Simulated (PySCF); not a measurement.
**Relaxation of singlet SiH₂**

Method: PySCF, PBE0, basis Si def2-TZVP, H def2-TZVP (no relativity, density fitting). A (50,194) grid was used.

A start displaced from a saddle point along its imaginary mode, of C2v symmetry, held to at least that symmetry:

Coordinates in bohr (charge 0 multiplicity 1):
```
Si    0.0125    0.0105    0.0000
H    -0.1733   -0.1463    2.7546
H    -0.1733   -0.1463   -2.7546
```

Optimiser trace:
```
step  E − E(last) (kJ/mol)  largest gradient (Eh/bohr)
   0                272.86                     0.03437
   1                157.87                     0.06002
   2                 54.07                     0.03064
   3                 29.05                     0.02793
   4                  5.59                     0.01377
   5                  0.15                     0.00314
   6                  0.00                     0.00038
   7                  0.00                     0.00000
```

It ends at C2v with Si–H 1.526 Å (×2); H–Si–H 91.1°. No frequency check is given, so it may be a saddle point. Other isomers or separated fragments may lie lower.

Final geometry:
```xyz
3
charge 0 multiplicity 1, angstrom
Si    0.4852    0.4094    0.0000
H    -0.3310   -0.2793    1.0896
H    -0.3310   -0.2793   -1.0896
```
